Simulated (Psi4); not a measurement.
# CH4SSi (SMILES C[Si]S), step by step

Aim: a geometry optimisation (singlet CH4SSi, M06-2X/def2-TZVP), then a single-point energy (doublet CH4SSi+, UM06-2X/def2-TZVP), then a geometry optimisation (doublet CH4SSi+, UM06-2X/def2-TZVP), then a single-point energy (singlet CH4SSi, M06-2X/def2-TZVP) of CH4SSi. 

The results are computed with Psi4 1.11.

## Step 1: Starting point

CH4SSi: 7 atoms, total charge 0, spin state singlet. SMILES: `C[Si]S`. The coordinates come from a PBE0-D4/def2-TZVP relaxation. This is one conformer, not always the lowest. The run starts from this shape.

Bond lengths: C1–Si2 1.900 Å, Si2–S3 2.131 Å, C1–H4 1.092 Å, C1–H5 1.099 Å, C1–H6 1.093 Å, S3–H7 1.344 Å. Angles: C1–Si2–S3 95.9°, Si2–C1–H4 116.0°, Si2–C1–H5 106.7°, Si2–C1–H6 110.2°, Si2–S3–H7 96.6°, H4–C1–H5 107.8°, H4–C1–H6 109.3°, H5–C1–H6 106.4°.

## Step 2: A structure relaxation at M06-2X/def2-TZVP (density fitting) (run 1)

run.py reads:

```python
import psi4

psi4.set_memory('1600 MB')
psi4.set_num_threads(1)
psi4.set_output_file('run.log', False)

mol = psi4.geometry("""
C     -0.832900     0.619900    -0.259300
Si     0.524600     0.221700     1.009400
S      1.327900    -1.447800    -0.043800
H     -1.182900    -0.218500    -0.865200
H     -0.416500     1.374800    -0.940400
H     -1.686600     1.089200     0.237000
H      2.327500    -1.707400     0.816400
symmetry c1
""")

psi4.set_options({
    'basis': 'def2-TZVP',
    'reference': 'rks',
})

E = psi4.optimize("M06-2X")
print('E =', round(E, 9))
print(mol.to_string(dtype='xyz', units='Angstrom'))
```

Started as:

```
$ python run.py
```

run.log:

```text
[...]
  Running in c1 symmetry.
[...]
  Nuclear repulsion =  132.161709264409154
[...]
  Multiplicity = 1
[...]
  Nalpha       = 20
  Nbeta        = 20
[...]
    Number of basis functions: 129
[...]
   @DF-RKS iter   0:  -728.16846128535178   -7.28168e+02   1.48681e-04
[...]
   @DF-RKS iter   7:  -728.16856177667501   -1.86446e-11   7.22586e-09 DIIS
[...]
  @DF-RKS Final Energy:  -728.16856177667501
   => Energetics <=
    Nuclear Repulsion Energy =            132.1863486423264931
    One-Electron Energy =               -1268.1971517674778624
    Two-Electron Energy =                 433.2439391925086056
    DFT Exchange-Correlation Energy =     -25.4016978440322703
    Empirical Dispersion Energy =           0.0000000000000000
    VV10 Nonlocal Energy =                  0.0000000000000000
    Total Energy =                       -728.1685617766750056
[...]
 Multipole Moments:
 ------------------------------------------------------------------------------------
     Multipole            Electronic (a.u.)      Nuclear  (a.u.)        Total (a.u.)
 ------------------------------------------------------------------------------------
 L = 1.  Multiply by 2.5417464519 to convert [e a0] to [Debye]
 Dipole X            :          3.0110876           -3.1192392           -0.1081516
 Dipole Y            :         -1.8806186            2.0507570            0.1701383
 Dipole Z            :          1.9244966           -1.8744337            0.0500629
 Magnitude           :                                                    0.2077260
[...]
  -Total Gradient:
     Atom            X                  Y                   Z
    ------   -----------------  -----------------  -----------------
       1       -0.000085443449    -0.000009369143    -0.000040830703
       2        0.000007951379    -0.000077083768    -0.000146179135
       3       -0.000082911350    -0.000027413143    -0.000194434356
       4       -0.000079647521     0.000027271794    -0.000085501660
       5       -0.000043096807     0.000021892390    -0.000054947866
       6       -0.000026646493    -0.000002945939    -0.000041625954
       7       -0.000053662498    -0.000079588113    -0.000246152610
[...]
```

On the terminal:

```text
Optimizer: Optimization complete!
E = -728.168561777
7
0 1 CH4SSi
C                    -1.440059426405     1.034793410365    -0.559516049900
Si                   -0.115043170733     0.612148449854     0.738529799471
S                     0.746623052093    -0.993431164265    -0.373005774469
H                    -1.807069723392     0.191267563166    -1.145212067993
H                    -0.982596525255     1.747984107743    -1.255841104892
H                    -2.284192012929     1.545787996888    -0.094634798716
H                     1.728220078983    -1.283765949086     0.489551876361
```

Wall time 91 s (1 thread of INTEL XEON PLATINUM 8581C at 2.10GHz (Emerald Rapids), shared host); peak memory 0.89 GiB.

Steps, from the record of the run:

```
step  energy from the first frame kept (eV)  largest force (eV/Å)
   0                                 0.0000                0.1560
   1                                -0.0008                0.0254
   2                                -0.0008                0.0298
   3                                -0.0009                0.0315
   4                                -0.0010                0.0145
   5                                -0.0010                0.0139
   6                                -0.0011                0.0137
   7                                -0.0011                0.0136
```

After the run. Bond lengths: C1–Si2 1.902 Å, Si2–S3 2.134 Å, C1–H4 1.091 Å, C1–H5 1.097 Å, C1–H6 1.091 Å, S3–H7 1.339 Å. Angles: C1–Si2–S3 95.3°, Si2–C1–H4 115.4°, Si2–C1–H5 106.7°, Si2–C1–H6 110.6°, Si2–S3–H7 97.1°, H4–C1–H5 107.6°, H4–C1–H6 109.3°, H5–C1–H6 106.8°.

## Step 3: The doublet cation: the energy at UM06-2X/def2-TZVP (density fitting) (run 2)

run.py reads:

```python
import psi4

psi4.set_memory(1600000000)
psi4.set_num_threads(1)
psi4.set_output_file('output.dat', False)

molecule = psi4.geometry("""
1 2
C     -0.832381     0.612242    -0.257203
Si     0.492636     0.189597     1.040843
S      1.354302    -1.415982    -0.070693
H     -1.199391    -0.231284    -0.842899
H     -0.374918     1.325433    -0.953528
H     -1.676513     1.123237     0.207678
H      2.335899    -1.706317     0.791865
symmetry c1
""")

psi4.set_options({
    'basis': 'def2-TZVP',
    'reference': 'uks',
})

E, wfn = psi4.energy("m06-2x", molecule=molecule, return_wfn=True)
print(f'total energy {E:.8f} hartree = {E * 27.211386:.5f} eV')
```

Started as:

```
$ python run.py
```

output.dat:

```text
[...]
  Running in c1 symmetry.
[...]
  Nuclear repulsion =  132.186348085084404
[...]
  Multiplicity = 2
[...]
  Nalpha       = 20
  Nbeta        = 19
[...]
    Number of basis functions: 129
[...]
   @DF-UKS iter   1:  -727.63909518925391   -2.22835e-03   5.34446e-03 ADIIS/DIIS
[...]
   @DF-UKS iter  10:  -727.85125429848540   -4.60143e-07   6.17181e-07 DIIS
[...]
   @S^2 Observed:                7.558323230E-01
[...]
    Orbital Energies [Eh]
    ---------------------
    Alpha Occupied:
       1A    -90.133375     2A    -67.327221     3A    -10.745280
       4A     -8.491636     5A     -6.411167     6A     -6.409564
       7A     -6.406814     8A     -5.857695     9A     -4.168992
      10A     -4.167409    11A     -4.162891    12A     -1.050931
      13A     -1.000861    14A     -0.777968    15A     -0.705029
      16A     -0.680779    17A     -0.656296    18A     -0.602784
      19A     -0.549340    20A     -0.546483
    Alpha Virtual:
      21A     -0.286643    22A     -0.182974    23A     -0.135833
      24A     -0.117429    25A     -0.061279    26A     -0.046544
[...]
  @DF-UKS Final Energy:  -727.85125429848540
   => Energetics <=
    Nuclear Repulsion Energy =            132.1863480850844041
    One-Electron Energy =               -1258.5490656621382186
    Two-Electron Energy =                 423.7624211377206507
    DFT Exchange-Correlation Energy =     -25.2509578591520416
    Empirical Dispersion Energy =           0.0000000000000000
    VV10 Nonlocal Energy =                  0.0000000000000000
    Total Energy =                       -727.8512542984854008
[...]
 Multipole Moments:
 ------------------------------------------------------------------------------------
     Multipole            Electronic (a.u.)      Nuclear  (a.u.)        Total (a.u.)
 ------------------------------------------------------------------------------------
 L = 1.  Multiply by 2.5417464519 to convert [e a0] to [Debye]
 Dipole X            :          2.9301916           -3.1192397           -0.1890481
 Dipole Y            :         -1.2536393            2.0507569            0.7971177
 Dipole Z            :          2.6675433           -1.8744336            0.7931097
 Magnitude           :                                                    1.1402451
[...]
```

Standard output:

```text
total energy -727.85125430 hartree = -19805.84143 eV
```

Run time: 20 s. Hardware: 1 thread of INTEL XEON PLATINUM 8581C at 2.10GHz (Emerald Rapids), shared host; peak memory 0.83 GiB.

## Step 4: The doublet cation: a structure relaxation at UM06-2X/def2-TZVP (density fitting) (run 3)

input.in reads:

```
memory 1600 MB

molecule {
  1 2
  C
  Si 1 1.902425
  S 2 2.134447 1 95.33408
  H 1 1.090538 2 115.40445 3 31.65917
  H 1 1.096714 4 107.60085 2 118.95887
  H 1 1.090775 4 109.3181 5 115.60848
  H 3 1.338594 2 97.10104 1 177.50635
  units angstrom
  symmetry c1
}

set basis def2-TZVP
set reference uks

result, w = optimize('m06-2x', return_wfn=True)
```

Started as:

```
$ psi4 -n 1 input.in input.out
```

input.out:

```text
[...]
  Running in c1 symmetry.
[...]
  Nuclear repulsion =  132.186355884378031
[...]
  Multiplicity = 2
[...]
  Nalpha       = 20
  Nbeta        = 19
[...]
    Number of basis functions: 129
[...]
   @DF-UKS iter   1:  -727.63909529276248   -2.22828e-03   5.34446e-03 DIIS/ADIIS
[...]
   @DF-UKS iter   8:  -727.86806206538279   -1.02318e-11   7.66076e-09 DIIS
[...]
   @S^2 Observed:                7.550444148E-01
[...]
  @DF-UKS Final Energy:  -727.86806206538279
   => Energetics <=
    Nuclear Repulsion Energy =            133.1834120685952314
    One-Electron Energy =               -1260.4671259789608939
    Two-Electron Energy =                 424.6834418956524928
    DFT Exchange-Correlation Energy =     -25.2677900506697490
    Empirical Dispersion Energy =           0.0000000000000000
    VV10 Nonlocal Energy =                  0.0000000000000000
    Total Energy =                       -727.8680620653827873
[...]
 Multipole Moments:
 ------------------------------------------------------------------------------------
     Multipole            Electronic (a.u.)      Nuclear  (a.u.)        Total (a.u.)
 ------------------------------------------------------------------------------------
 L = 1.  Multiply by 2.5417464519 to convert [e a0] to [Debye]
 Dipole X            :         -0.0579828            0.0802873            0.0223045
 Dipole Y            :         -0.7999807            1.6986863            0.8987056
 Dipole Z            :          4.0963048           -4.3274659           -0.2311611
 Magnitude           :                                                    0.9282266
[...]
  -Total Gradient:
     Atom            X                  Y                   Z
    ------   -----------------  -----------------  -----------------
       1        0.000083976859     0.000014994568    -0.000008326751
       2       -0.000047514560    -0.000101076846    -0.000048613629
       3       -0.000037714018    -0.000200014605    -0.000103503426
       4       -0.000006730659     0.000024892827    -0.000086416949
       5        0.000004305910    -0.000020227388    -0.000000251383
       6        0.000014554824     0.000020316634     0.000047272016
       7       -0.000067726483    -0.000300161062    -0.000095045870
[...]
```

On the terminal:

```text
Optimizer: Optimization complete!
```

Run time: 2.9 min. Hardware: 1 thread of INTEL XEON PLATINUM 8581C at 2.10GHz (Emerald Rapids), shared host; peak memory 0.9 GiB.

Steps, from the record of the run:

```csv
step,energy from the first frame kept (eV),largest force (eV/Å)
0,0.0000,3.0196
1,-0.3846,1.0467
2,-0.4475,0.2411
3,-0.4459,0.1664
4,-0.4569,0.1043
5,-0.4573,0.0286
6,-0.4573,0.0172
7,-0.4574,0.0166
```

After the run. Bond lengths: C1–Si2 1.840 Å, Si2–S3 2.045 Å, C1–H4 1.093 Å, C1–H5 1.095 Å, C1–H6 1.090 Å, S3–H7 1.347 Å. Angles: C1–Si2–S3 118.6°, Si2–C1–H4 109.0°, Si2–C1–H5 107.5°, Si2–C1–H6 111.0°, Si2–S3–H7 94.4°, H4–C1–H5 109.6°, H4–C1–H6 110.7°, H5–C1–H6 109.0°.

## Step 5: A single-point energy at M06-2X/def2-TZVP (density fitting) (run 4)

job.py reads:

```python
import psi4

psi4.set_memory('1600 MB')
psi4.set_num_threads(1)
psi4.set_output_file('ch4ssi.out', False)

m = psi4.geometry("""
0 1
C     -0.981241     0.566915    -0.542213
Si     0.300208     0.158167     0.713152
S      1.592828    -1.378524     0.327055
H     -1.294690    -0.352351    -1.043716
H     -0.523281     1.244961    -1.270563
H     -1.834500     1.064475    -0.082105
H      2.284794    -1.222110     1.471560
""")

options = {'basis': 'def2-TZVP'}
psi4.set_options(options)

result = psi4.energy('m06-2x', molecule=m)
print(f'm06-2x energy: {result:.10f} Eh')
for k, v in sorted(psi4.core.scalar_variables().items()):
    print(f'{k:45s} {v:18.10f}')
```

Started as:

```
$ python job.py
```

ch4ssi.out:

```text
[...]
  Running in c1 symmetry.
[...]
  Nuclear repulsion =  133.183420257379709
[...]
  Multiplicity = 1
[...]
  Nalpha       = 20
  Nbeta        = 20
[...]
    Number of basis functions: 129
[...]
   @DF-RKS iter   1:  -727.91854326032364   -1.77624e-01   5.70090e-03 DIIS/ADIIS
[...]
   @DF-RKS iter   8:  -728.14824988401131   -1.36179e-07   7.97857e-07 DIIS
[...]
    Orbital Energies [Eh]
    ---------------------
    Doubly Occupied:
       1A    -89.906065     2A    -67.013116     3A    -10.526087
       4A     -8.267909     5A     -6.186762     6A     -6.184678
       7A     -6.184246     8A     -5.552302     9A     -3.862009
      10A     -3.859744    11A     -3.857546    12A     -0.838599
      13A     -0.799648    14A     -0.539603    15A     -0.489378
      16A     -0.486590    17A     -0.457763    18A     -0.397225
      19A     -0.349254    20A     -0.237665
[...]
  @DF-RKS Final Energy:  -728.14824988401131
   => Energetics <=
    Nuclear Repulsion Energy =            133.1834202573797086
    One-Electron Energy =               -1270.0459537095766791
    Two-Electron Energy =                 434.1303674664501955
    DFT Exchange-Correlation Energy =     -25.4160838982646951
    Empirical Dispersion Energy =           0.0000000000000000
    VV10 Nonlocal Energy =                  0.0000000000000000
    Total Energy =                       -728.1482498840113067
[...]
 Multipole Moments:
 ------------------------------------------------------------------------------------
     Multipole            Electronic (a.u.)      Nuclear  (a.u.)        Total (a.u.)
 ------------------------------------------------------------------------------------
 L = 1.  Multiply by 2.5417464519 to convert [e a0] to [Debye]
 Dipole X            :          3.3592486           -3.5415840           -0.1823354
 Dipole Y            :         -2.2659458            2.2609638           -0.0049820
 Dipole Z            :          1.7005475           -1.9910203           -0.2904728
 Magnitude           :                                                    0.3429948
[...]
```

Standard output:

```text
m06-2x energy: -728.1482498840 Eh
CURRENT ENERGY                                   -728.1482498840
CURRENT REFERENCE ENERGY                         -728.1482498840
DD SOLVATION ENERGY                                 0.0000000000
DFT FUNCTIONAL TOTAL ENERGY                      -728.1482498840
DFT TOTAL ENERGY                                 -728.1482498840
DFT VV10 ENERGY                                     0.0000000000
DFT XC ENERGY                                     -25.4160838983
GRID ELECTRONS ALPHA                               20.0000043489
GRID ELECTRONS BETA                                20.0000043489
GRID ELECTRONS TOTAL                               40.0000086978
NUCLEAR REPULSION ENERGY                          133.1834202574
ONE-ELECTRON ENERGY                             -1270.0459537096
PCM POLARIZATION ENERGY                             0.0000000000
PE ENERGY                                           0.0000000000
SCF ITERATION ENERGY                             -728.1482498840
SCF ITERATIONS                                      8.0000000000
SCF TOTAL ENERGY                                 -728.1482498840
TWO-ELECTRON ENERGY                               434.1303674665
XC GRID RADIAL POINTS                              75.0000000000
XC GRID SPHERICAL POINTS                          302.0000000000
XC GRID TOTAL POINTS                           151403.0000000000
```

Wall time 9.3 s (1 thread of INTEL XEON PLATINUM 8581C at 2.10GHz (Emerald Rapids), shared host); peak memory 0.82 GiB.

## Step 6: Outcome

| quantity | value |
| --- | --- |
| run 1, M06-2X/def2-TZVP: total energy at the end | -728.16856 Eh |
| run 1, M06-2X/def2-TZVP: dipole moment | 0.53 D |
| run 1, M06-2X/def2-TZVP: HOMO energy | -7.47 eV |
| run 1, M06-2X/def2-TZVP: LUMO energy | -1.27 eV |
| run 1, M06-2X/def2-TZVP: HOMO–LUMO gap | 6.21 eV |
| doublet cation, run 2: total energy | -727.85125 Eh |
| doublet cation, run 2: HOMO energy (highest over α and β) | -14.87 eV |
| doublet cation, run 2: LUMO energy (lowest over α and β) | -9.74 eV |
| doublet cation, run 2: ⟨S²⟩ | 0.756 |
| doublet cation, run 3: total energy at the end | -727.86806 Eh |
| doublet cation, run 3: HOMO energy (highest over α and β) | -14.02 eV |
| doublet cation, run 3: LUMO energy (lowest over α and β) | -8.82 eV |
| doublet cation, run 3: ⟨S²⟩ | 0.755 |
| run 4, M06-2X/def2-TZVP: total energy | -728.14825 Eh |
| run 4, M06-2X/def2-TZVP: dipole moment | 0.87 D |
| run 4, M06-2X/def2-TZVP: HOMO energy | -6.47 eV |
| run 4, M06-2X/def2-TZVP: LUMO energy | -0.95 eV |
| run 4, M06-2X/def2-TZVP: HOMO–LUMO gap | 5.52 eV |
| adiabatic ionisation energy (to the doublet cation, no zero-point term) | 8.177 eV |

In words: The adiabatic ionisation energy (to the doublet cation, no zero-point term) is 8.18 eV (189 kcal/mol). The optimisation (run 1, M06-2X/def2-TZVP) took 8 steps and changed the energy by -0.001 eV. The optimisation (doublet cation, run 3) took 8 steps and changed the energy by -0.457 eV.
